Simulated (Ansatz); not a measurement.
Relaxation of AlClH₄O (7 atoms, charge 0, multiplicity 1), to a largest force component of 0.03 eV/Å in at most 50 steps.

Method: Ansatz 0.2.0, RKS PBE-D4/def2-SVP.

```xyz
7
Properties=species:S:1:pos:R:3
Al 0.063 0.327 -0.027
Cl -0.052 0.380 2.178
H 1.488 0.607 -0.669
H -1.337 0.236 -0.778
O 0.159 -2.541 0.689
H -0.765 -2.833 0.566
H 0.133 -2.114 1.586
```

Task: Where does it end, and by what steps?

Result: It converged. After 7 steps the energy has fallen by 0.679 eV; O5 moved furthest, 0.52 Å. Joined: Al1–O5 (2.96 → 2.03 Å).

| step | energy less start (eV) | largest force component (eV/Å) | accepted |
| --- | --- | --- | --- |
| 0 | 0.0000 | 0.845 | yes |
| 1 | -0.1929 | 0.869 | yes |
| 2 | -0.4687 | 1.169 | yes |
| 3 | -0.6137 | 1.071 | yes |
| 4 | -0.6668 | 0.359 | yes |
| 5 | -0.6763 | 0.171 | yes |
| 6 | -0.6788 | 0.050 | yes |
| 7 | -0.6791 | 0.018 | yes |

```xyz
7
Properties=species:S:1:pos:R:3
Al 0.049 -0.060 0.108
Cl -0.040 0.389 2.247
H 1.435 0.283 -0.598
H -1.363 -0.028 -0.647
O 0.147 -2.034 0.570
H -0.649 -2.540 0.310
H 0.110 -1.949 1.554
```

Run time: 15 s on 1 thread of Arm Neoverse V2, with other jobs on the host, peak memory 0.13 GiB.
